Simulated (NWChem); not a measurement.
Species: ammonia (NH3); SMILES N

Results from NWChem. All runs use the structure optimised with PBE0/def2-SVP. Level: PBE0/def2-SVP with SMD (1 M gas to 1 M solution), gas-phase geometry.

For solvent water:

```
Quantity                          Result
--------------------------------  ------
solvation free energy (kcal/mol)    -3.1
dipole in solution (D)              2.07
```

How do the values read with solvent n-hexane instead?

The solvation free energy (kcal/mol) is -1.0 and the dipole in solution (D) is 1.91.
